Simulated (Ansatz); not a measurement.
Basis-set extrapolation for C4H2, SMILES `C#CC#C` (PBE0-D4/def2-TZVP geometry, frozen core, the Gaussian-basis code of Ansatz). Multiplicity 1, RHF reference.

|  | def2-TZVPP | def2-QZVPP |
| --- | --- | --- |
| HF | -152.556285 | -152.562305 |
| MP2 correlation | -0.597722 | -0.636066 |
| CCSD(T) correlation | -0.642204 | -0.675843 |

Energies in hartree. Use E(X) = E(∞) + A·exp(−7.88·√X) for Hartree–Fock and E(X) = E(∞) + B·X^(−2.97) for correlation, with X = 3 and 4.

Problem. What is the CCSD(T) energy at the basis-set limit?

Solution. HF limit: -152.562305 + (-0.006020) × 0.13774 = -152.56313. Correlation limit: -0.675843 + (-0.033639) × 0.74074 = -0.70076. Total: -153.26389 hartree, 171.7 kJ/mol below CCSD(T)/def2-TZVPP.
